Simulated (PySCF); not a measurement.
Cl₄Si. Atoms are numbered in the order given.

```xyz
5

Cl     1.1814    -1.1814     1.1814
Si     0.0000     0.0000     0.0000
Cl    -1.1814    -1.1814    -1.1814
Cl    -1.1814     1.1814     1.1814
Cl     1.1814     1.1814    -1.1814
```
Charge 0, spin multiplicity 1.

Geometry optimised at B3LYP-D3(BJ)/def2-SVP. The isomer is the one that the SMILES or the coordinates give; other isomers of the formula were not compared.

These are CAM-B3LYP/def2-TZVP run with PySCF values and carry that method's errors.

ESP charges are fitted to the potential on shells at 1.4 to 2.0 van der Waals radii. Atomic charges (e):

```json
[
 {"atom": "Cl1", "IAO": "-0.28", "ESP fit": "0.02", "Mulliken": "-0.16"},
 {"atom": "Si2", "IAO": "1.11", "ESP fit": "-0.07", "Mulliken": "0.64"},
 {"atom": "Cl3", "IAO": "-0.28", "ESP fit": "0.02", "Mulliken": "-0.16"},
 {"atom": "Cl4", "IAO": "-0.28", "ESP fit": "0.02", "Mulliken": "-0.16"},
 {"atom": "Cl5", "IAO": "-0.28", "ESP fit": "0.02", "Mulliken": "-0.16"}
]
```

Computed Mayer and Wiberg (Löwdin basis) orders of the bonds:
| bond | Mayer | Wiberg |
|---|---|---|
| Cl1–Si2 | 1.24 | 1.87 |
| Si2–Cl3 | 1.24 | 1.87 |
| Si2–Cl4 | 1.24 | 1.87 |
| Si2–Cl5 | 1.24 | 1.87 |
